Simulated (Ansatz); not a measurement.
## Several solutions for singlet CH₂

```yaml
atoms:
  - { symbol: C, position_ang: [0.0000, 0.0000, 0.0000] }
  - { symbol: H, position_ang: [1.1214, 0.0000, 0.9081] }
  - { symbol: H, position_ang: [-1.1214, 0.0000, 0.9081] }
```

Basis set: 6-31G (spherical functions). Charge 0, multiplicity 1.

PBE0 (unrestricted) was run from several starts with Ansatz (development build ahead of 0.2.0).

```csv
run,program,start,converged,energy (hartree),<S²>
A,Ansatz,stability test followed,yes,-39.00069,0.54
B,Ansatz,"atomic start, no search",yes,-38.99342,0.00
C,Ansatz,search for the lowest state,yes,-39.00069,0.54
```

(1) Which runs reached the lowest solution of this kind, and what is wrong with the others?

Answers

(1) A, C reached the lowest solution found. Converged but too high: B by 0.20 eV. Convergence only shows a stationary point, and even a stable one can lie too high; stability tests and further starts are what find lower ones. Caution: another spin multiplicity may lie lower. Caution: the unrestricted determinant is spin contaminated.
